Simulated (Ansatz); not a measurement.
# bcc Mo

Method: HSE06 in Ansatz (plane waves, PAW).

Settings: plane-wave cutoff 500 eV, 8×8×1 k mesh (along the axes of the cell as run), Fermi–Dirac smearing 0.1 eV, scalar-relativistic PAW data made under PBE.

Cell: relaxed with r²SCAN.

| Property | Result |
|---|---|
| surface energy of the (100) face | 3.62 J/m² |
| work function of the (100) face | 3.62 eV |

Note: exact exchange on metals is sensitive to the k mesh and can open a false gap.

The slab of 8 atoms is relaxed and unreconstructed.

Computed values are for the static lattice.

It cost very roughly 7 core-minutes of CPU time.

Ansatz is a first-principles code.
